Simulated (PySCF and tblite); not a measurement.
Values are calculated unless marked as measured or tabulated.
C2H4ClF, numbered as in [F:1][CH2:2][CH2:3][Cl:4].

Conformers came from 90 starts (ETKDG and KDG, MMFF94s, GFN2-xTB); geometries are PBE0-D3(BJ)/def2-SVP. Free energies are PBE0-D3(BJ)/def2-TZVP single points with GFN2-xTB rigid-rotor and vibrational terms (modes under about 100 cm⁻¹ blended into free rotors). Symmetry numbers and mirror images are counted. Conformers within 4 kcal/mol (GFN2-xTB free energy) were kept, 5 at most. GIAO shieldings: PBE0/pcSseg-1. Shifts are against TMS (¹H), TMS (¹³C), CFCl3 (¹⁹F) at the same level. Run with PySCF (density fitting) and tblite.

(1) Predict the averaged NMR shifts at 298.15 K.

(2) How do the conformers differ?

(3) Which signal moves most, for its nucleus, between 180 and 400 K through the change of populations alone?

Unscaled ¹⁹F shifts at such levels can be off by tens of ppm; differences between conformers or isomers are more reliable. Shifts are unscaled: against experiment ¹³C can be off by 15 ppm or more and ¹H by 0.8 ppm.

Results:

(1) ¹H: 4.41 (H2, 2H), 3.46 (H3, 2H) ppm. ¹³C: 83.6 (C2), 47.6 (C3) ppm. ¹⁹F: -234.8 (F1) ppm.

(2) Torsions listed: F1–C2–C3–Cl4. Of a mirror pair one member is shown.
| conformer | shape | weight % |
| --- | --- | --- |
| 1 | -66° | 55.1 |
| 2 | 180° | 44.9 |

```
signal       1       2  average
    H2    4.49    4.31     4.41
    H3    3.47    3.43     3.46
    C2    84.2    82.8     83.6
    C3    49.9    44.7     47.6
    F1  -236.7  -232.5   -234.8
```

(3) C3: 47.2 ppm at 180 K, 47.4 ppm at 230 K, 47.6 ppm at 298.15 K, 47.6 ppm at 330 K, 47.7 ppm at 400 K.
